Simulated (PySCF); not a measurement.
Species: silacyclopropynylidene, C2Si (singlet state).
Bonds: C1–C2 (triple), C2–Si3, C1–Si3.

Computed with PySCF at B3LYP/def2-SVPD, non-relativistic, on one gas-phase PBE0-D3(BJ)/def2-SVP geometry that isn't relaxed in the solvent. The solvent is an IEF-PCM continuum (van der Waals radii × 1.2), and excitations are vertical TDDFT with non-equilibrium linear response and a frozen core. Only the electrostatic response of the medium enters.

Gas-phase singlets (H = HOMO, L = LUMO):

```json
{"state": "S1", "E (eV)": "2.700", "λ (nm)": "459", "f": "0.019", "leading configurations": "H→L 96%"}
{"state": "S2", "E (eV)": "3.441", "λ (nm)": "360", "f": "0.010", "leading configurations": "H→L+1 98%"}
{"state": "S3", "E (eV)": "4.309", "λ (nm)": "288", "f": "0.000", "leading configurations": "H-2→L 99%"}
{"state": "S4", "E (eV)": "4.378", "λ (nm)": "283", "f": "0.000", "leading configurations": "H-1→L 95%"}
{"state": "S5", "E (eV)": "4.960", "λ (nm)": "250", "f": "0.034", "leading configurations": "H-1→L+1 97%"}
```

**Question.** How does the list change in dichloromethane (ε = 8.93)?

**Answer.** 
| state | E (eV) | λ (nm) | f | leading configurations | change by rank (eV) |
| --- | --- | --- | --- | --- | --- |
| S1 | 2.690 | 461 | 0.024 | H→L 97% | -0.010 |
| S2 | 3.696 | 335 | 0.016 | H→L+1 98% | +0.255 |
| S3 | 4.343 | 285 | 0.000 | H-2→L 99% | +0.034 |
| S4 | 4.348 | 285 | 0.000 | H-1→L 96% | -0.030 |
| S5 | 5.060 | 245 | 0.038 | H-1→L+1 97% | +0.100 |

**Question.** How does the list change in water (ε = 78.36)?

**Answer.** 
```
state  E (eV)  λ (nm)      f  leading configurations  change by rank (eV)
   S1   2.695     460  0.023                 H→L 98%               -0.005
   S2   3.750     331  0.017               H→L+1 98%               +0.309
   S3   4.351     285  0.000               H-2→L 99%               +0.042
   S4   4.362     284  0.000               H-1→L 96%               -0.016
   S5   5.103     243  0.037             H-1→L+1 97%               +0.143
```

**Question.** How do the frontier levels move from gas to water?

**Answer.** 
```
orbital  gas (eV)  solvent (eV)  change (eV)          Löwdin shares, gas      Löwdin shares, solvent
 LUMO+2      0.01         -0.05        -0.06  C2 40 %, C1 40 %, Si3 20 %  C1 42 %, C2 42 %, Si3 16 %
 LUMO+1     -2.76         -2.52        +0.24  Si3 73 %, C1 13 %, C2 13 %  Si3 73 %, C2 14 %, C1 13 %
   LUMO     -3.55         -3.51        +0.04  Si3 48 %, C2 26 %, C1 26 %  Si3 45 %, C1 28 %, C2 27 %
   HOMO     -7.38         -7.43        -0.05  C1 40 %, C2 39 %, Si3 21 %  C2 36 %, C1 36 %, Si3 28 %
 HOMO-1     -8.61         -8.57        +0.04  Si3 48 %, C2 26 %, C1 26 %  Si3 43 %, C2 28 %, C1 28 %
 HOMO-2     -9.36         -9.39        -0.03  C2 40 %, C1 40 %, Si3 20 %  C1 40 %, C2 40 %, Si3 19 %
 HOMO-3    -11.19        -11.27        -0.08  C2 39 %, C1 39 %, Si3 21 %  C2 40 %, C1 40 %, Si3 21 %
```

The HOMO–LUMO gap goes from 3.84 to 3.92 eV.
